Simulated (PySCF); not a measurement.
## N-methyl-tert-butylamine, C5H13N

Molfile (atoms numbered from 1):
```
C5H13N
     RDKit          3D

 19 18  0  0  0  0  0  0  0  0999 V2000
    1.9953   -0.5869   -0.0249 C   0  0  0  0  0  0  0  0  0  0  0  0
    0.8244   -0.4569    0.8065 N   0  0  0  0  0  0  0  0  0  0  0  0
   -0.4023    0.0585    0.1961 C   0  0  0  0  0  0  0  0  0  0  0  0
   -0.2333    1.4681   -0.3912 C   0  0  0  0  0  0  0  0  0  0  0  0
   -0.8661   -0.9043   -0.8980 C   0  0  0  0  0  0  0  0  0  0  0  0
   -1.4501    0.0956    1.3078 C   0  0  0  0  0  0  0  0  0  0  0  0
    2.3384    0.3444   -0.5242 H   0  0  0  0  0  0  0  0  0  0  0  0
    2.8318   -0.9572    0.5867 H   0  0  0  0  0  0  0  0  0  0  0  0
    1.8291   -1.3365   -0.8138 H   0  0  0  0  0  0  0  0  0  0  0  0
    1.0431    0.1071    1.6244 H   0  0  0  0  0  0  0  0  0  0  0  0
    0.5036    1.4811   -1.2086 H   0  0  0  0  0  0  0  0  0  0  0  0
   -1.1834    1.8477   -0.7980 H   0  0  0  0  0  0  0  0  0  0  0  0
    0.1068    2.1741    0.3839 H   0  0  0  0  0  0  0  0  0  0  0  0
   -0.9195   -1.9291   -0.5014 H   0  0  0  0  0  0  0  0  0  0  0  0
   -1.8619   -0.6169   -1.2672 H   0  0  0  0  0  0  0  0  0  0  0  0
   -0.1836   -0.9039   -1.7613 H   0  0  0  0  0  0  0  0  0  0  0  0
   -2.4228    0.4423    0.9283 H   0  0  0  0  0  0  0  0  0  0  0  0
   -1.5741   -0.9060    1.7448 H   0  0  0  0  0  0  0  0  0  0  0  0
   -1.1415    0.7828    2.1130 H   0  0  0  0  0  0  0  0  0  0  0  0
  1  2  1  0
  2  3  1  0
  3  4  1  0
  3  5  1  0
  3  6  1  0
  1  7  1  0
  1  8  1  0
  1  9  1  0
  2 10  1  0
  4 11  1  0
  4 12  1  0
  4 13  1  0
  5 14  1  0
  5 15  1  0
  5 16  1  0
  6 17  1  0
  6 18  1  0
  6 19  1  0
M  END
```

Computed, not measured: PySCF 2.14.0, quadratic response CAM-B3LYP/aug-cc-pVDZ first hyperpolarisability, Taylor convention, gas phase. Geometry: PBE0-D3(BJ)/def2-SVP.

Problem. Give β for the processes computed.

Solution. In 10⁻³⁰ esu, Taylor convention; the vector part is βᵢ = ⅓ Σⱼ (βᵢⱼⱼ + βⱼᵢⱼ + βⱼⱼᵢ); β∥ is 3/5 of the vector part along the dipole, the dipole points from − to +:
```csv
process,λ (nm),β vector norm,β∥,β HRS,depolarisation ratio
"static β(0;0,0)",∞,0.41,-0.20,0.27,2.22
"second harmonic β(−2ω;ω,ω)",1907,0.42,-0.20,0.28,2.20
"Pockels β(−ω;ω,0)",1907,0.41,-0.20,–,–
"second harmonic β(−2ω;ω,ω)",1064,0.45,-0.21,0.31,2.16
"Pockels β(−ω;ω,0)",1064,0.42,-0.20,–,–
```

Problem. Which lowest excitations, dipole and polarisabilities go with it?

Solution. S1 5.38 eV (f = 0.005); S2 6.07 eV (f = 0.007); S3 6.29 eV (f = 0.009); dipole 0.88 D; isotropic α 73.9 au static, 74.0 au at 1907 nm, 74.4 au at 1064 nm, 74.5 au at 953.5 nm, 76.0 au at 532 nm.
